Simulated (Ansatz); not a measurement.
# SiO₂ (quintet): wave-function methods side by side, cc-pVDZ

The task here is to estimate one member of a computed series from the others.

Computed with Ansatz 0.2.0, Gaussian basis. Level: cc-pVDZ, core rule «outside noble gas», up to 7 orbitals frozen.

Plan: UHF; CCSD(T) on ROHF; CCSD(T) on UHF; BCCD(T) on ROHF; CISD; CCSDT(Q) on UHF; CASSCF and MRCISD+Q, 12 electrons in 10 orbitals; CASSCF and MRCISD+Q(relaxed), 12 electrons in 10 orbitals; CASSCF and NEVPT2, 12 electrons in 10 orbitals.

22 further runs of the same task are left out: 11 that didn't finish, 11 set aside as unsound or not needed.

**What is computed**

The geometry is a PBE0/def2-TZVP stationary point (not a proven minimum) of the parent state, kept for this charge and spin.

3 atoms, charge 0, spin multiplicity 5.

Atoms are counted from 1 here; the program's logs count them from 0.

Bond lengths: Si1–O2 1.578 Å, Si1–O3 1.578 Å. Angles: O2–Si1–O3 111.8°.

The first run:

Contents of in.yaml:

```yaml
crystal:
  periodic: [false, false, false]
  atoms:
    - {symbol: Si, position_ang: [0.000000, -0.471221, 0.000000]}
    - {symbol: O, position_ang: [0.000000, 0.413593, -1.306543]}
    - {symbol: O, position_ang: [0.000000, 0.413593, 1.306543]}
basis:
  gaussian: {orbitals: cc-pVDZ}
magnetization: {spin_polarized: true, initial_magnetization: 4}
hamiltonian: {xc: hf}
output: {orbitals: {seedname: orbitals}}
```

The run is started by

```
$ ansatz run in.yaml --threads 1 --pin off --events-out ev --progress --plain --max-ram 2393MiB
```

Among the steps run: UHF; CCSD(T) on ROHF; CCSD(T) on UHF; BCCD(T) on ROHF; CISD; CCSDT(Q) on UHF; CASSCF and MRCISD+Q, 12 electrons in 10 orbitals; CASSCF and MRCISD+Q(relaxed), 12 electrons in 10 orbitals; CASSCF and NEVPT2, 12 electrons in 10 orbitals.

One table of the session follows, with a row left open; its other results are not shown here.

| method | from UCCSDT(Q) (kcal/mol) |
| --- | --- |
| RMP2 | +6.03 |
| UMP2 | ? |
| CISD | +30.03 |
| RCCSD | +24.56 |
| UCCSD | +22.91 |
| RCCSD(T) | +5.89 |
| UCCSD(T) | +5.78 |
| BCCD(T) | +6.18 |
| UCCSDT | +3.84 |
| UCCSDT(Q) | 0 |
| CASSCF valence | +210.29 |
| NEVPT2 valence | +31.93 |
| MRCISD valence | +20.65 |
| MRCISD+Q valence | +4.69 |
| MRCISD+Q(relaxed) valence | +3.09 |

Estimate the missing values for UMP2.

As computed: from UCCSDT(Q) (kcal/mol): +37.80. In the column «from UCCSDT(Q) (kcal/mol)» it lies between NEVPT2 valence (+31.93) and CASSCF valence (+210.29).

Left out of the table: ROHF, UHF (another determinant or state than the rows shown).

To keep in mind: The report flags that the cluster equations may have other roots. The program flags RCCSD(T), UCCSD(T), BCCD(T), UCCSDT(Q) as in doubt, so the zero of the table is itself unsure. Warnings: coupled cluster took another determinant than the lowest. Restricted and unrestricted rows rest on different reference determinants; where their highest levels disagree by more than a few hundredths of an eV, they describe different states and don't form one ladder.
